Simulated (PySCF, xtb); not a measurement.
DMSO (C2H6OS), SMILES CS(C)=O.

GFN2-xTB (xtb 6.7.1) at its own geometry gives an orbital gap of 5.06 eV and a dipole moment of 4.12 D.

Geometry: PBE0-D3(BJ)/def2-SVP.

Question: What does PySCF with CAM-B3LYP/def2-TZVP give? (The exact figures need the calculation; the answer reports its results.)

Answer: gap 9.86 eV (levels -8.06 and 1.80 eV), dipole 4.13 D.
